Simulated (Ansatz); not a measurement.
`O[SiH2]S` → `O[SiH]` + H₂S at 700 K and 1 bar (silylene formation by 1,1-elimination).

Computed with Ansatz on PBE0-D4/def2-TZVP structures; ΔE is electronic, products minus reactants. CBS: MP2 limit from def2 TZ/QZ plus the TZ coupled-cluster correction, frozen cores. This one scheme is used for every species. Each species was taken in one conformer, which may not be the lowest.

```json
{"species": "`O[SiH2]S`", "CCSD(T)/CBS energy (Eh)": "-764.50758", "H − E (kJ/mol)": "164.6", "S (J/(mol·K))": "382.9"}
{"species": "`O[SiH]`", "CCSD(T)/CBS energy (Eh)": "-365.43832", "H − E (kJ/mol)": "87.6", "S (J/(mol·K))": "287.3"}
{"species": "H₂S", "CCSD(T)/CBS energy (Eh)": "-398.97279", "H − E (kJ/mol)": "64.8", "S (J/(mol·K))": "236.9"}
```

H − E and S are ideal-gas, rigid-rotor, harmonic terms from PBE0-D4/def2-TZVP, for one conformer and one mirror image of each species. 1 Eh = 2625.50 kJ/mol, R = 8.31446 J/(mol·K).

Task: By hand: ΔE, ΔH, ΔS and ΔG.

Result: ΔE = (-365.43832) + (-398.97279) − (-764.50758) = 0.09647 Eh = 253.3 kJ/mol. Δ(H − E) = 87.6 + 64.8 − 164.6 = -12.2, so ΔH = 241.1 kJ/mol. ΔS = 287.3 + 236.9 − 382.9 = 141.3 J/(mol·K). ΔG = 241.1 − 700 × (141.3)/1000 = 142.2 kJ/mol.

Task: By hand: the equilibrium constant, and the temperature at which ΔG would vanish if ΔH and ΔS stayed fixed.

Result: log₁₀ K = −ΔG/(RT ln 10) = -10.6. ΔG = 0 at ΔH/ΔS = 1706 K.

The number of gas molecules changes by +1, which sets the sign of ΔS. A doubt of 5 kJ/mol in ΔE shifts log₁₀ K by 0.4 here. Other conformers and mirror images would add mixing entropy, several J/(mol·K) or more a flexible species. These are equilibria of isolated gas molecules and say nothing of rates. Largest T1 diagnostic: 0.016 (customary marks: 0.02 for closed shells, 0.045 for open ones).
